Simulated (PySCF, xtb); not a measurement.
Protons, H atoms and electrons added to or taken from CC=C. All species are isolated molecules in the gas phase. One relaxed conformer stands for each flexible species; it need not be the lowest. Strings in code marks are SMILES.

Quantity: proton affinity at 298 K, in kcal/mol. Thermal and zero-point terms are GFN2-xTB rigid-rotor harmonic values (xtb).

Level 1: PBE-D3(BJ)/def2-TZVP // PBE0-D4/def2-TZVP (PySCF)
Level 2: B3LYP/3-21G // PBE0-D4/def2-TZVP (PySCF)
Level 3: PBE/6-31G* // PBE0-D4/def2-TZVP (PySCF)
Level 4: HF/6-31G* // PBE0-D4/def2-TZVP (PySCF)

| species | level 1 | level 2 | level 3 | level 4 |
|---|---|---|---|---|
| proton added at C1: `C[CH+]C` | 184.3 | 184.5 | 187.5 | 189.5 |
